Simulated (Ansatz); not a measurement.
# AlH+ (doublet): from Hartree-Fock to the top rungs at distance Al1–H2 = 1.424 Å, cc-pVQZ

Aim: climb from Hartree-Fock through coupled cluster for AlH+ (doublet) at one geometry and basis, and see what each rung misses.

Method: cc-pVQZ, core rule «outside noble gas», up to 5 orbitals frozen; program: Ansatz 0.2.0, Gaussian basis.

To be run: UHF; CCSD(T) on ROHF; CCSD(T) on UHF; BCCD(T) on ROHF; CCSDT on ROHF; CCSDT on UHF; Full CI.

27 further runs of the same task are left out: 4 for a known fault of the program, 17 that didn't finish, 6 set aside as unsound or not needed.

**1. What is computed**

The geometry derives from a PBE0/def2-TZVP stationary point (not a proven minimum). One bond is set to the value named and the two fragments are kept rigid.

2 atoms, charge 1, spin multiplicity 2.

Atoms are counted from 1 here; the program's logs count them from 0.

Bond lengths: Al1–H2 1.424 Å.

**2. UHF**

The input, in.yaml:

```yaml
crystal:
  periodic: [false, false, false]
  atoms:
    - {symbol: Al, position_ang: [0.000000, 0.000000, 0.000000]}
    - {symbol: H, position_ang: [0.000000, 0.000000, 1.424000]}
basis:
  gaussian: {orbitals: cc-pVQZ}
total_charge: 1
magnetization: {spin_polarized: true, initial_magnetization: 1}
hamiltonian: {xc: hf}
output: {orbitals: {seedname: orbitals}}
```

Started as:

```
$ ansatz run in.yaml --threads 1 --pin off --events-out ev --progress --plain --max-ram 2393MiB
```

The runs that follow: CCSD(T) on ROHF; CCSD(T) on UHF; BCCD(T) on ROHF; CCSDT on ROHF; CCSDT on UHF; Full CI.

**Question.** What will the summary of the whole plan be? Wanted: FCI below the RHF energy; RMP2 from FCI; UMP2 from FCI; RCCSD from FCI; RCCSD(T) from FCI; UCCSD(T) from FCI; T1 diagnostic; effectively unpaired electrons.

As calculated:

| quantity | value |
| --- | --- |
| FCI below the RHF energy | -1.3379 eV |
| RMP2 from FCI | +7.37 kcal/mol |
| UMP2 from FCI | +6.97 kcal/mol |
| RCCSD from FCI | +0.57 kcal/mol |
| RCCSD(T) from FCI | +0.14 kcal/mol |
| UCCSD(T) from FCI | +0.10 kcal/mol |
| levels within 1 kcal/mol (43 meV) | RCCSD, UCCSD, RCCSD(T), UCCSD(T), BCCD(T), RCCSDT, UCCSDT |
| T1 diagnostic | 0.036 |
| effectively unpaired electrons | 1.02 |

**Reading.** RCCSD(T) lands +0.14 kcal/mol from the yardstick (0.5 % of the correlation energy). One determinant dominates. These misses are within one basis, not against nature; the frozen cores of restricted and unrestricted runs differ, which can shift their rows.
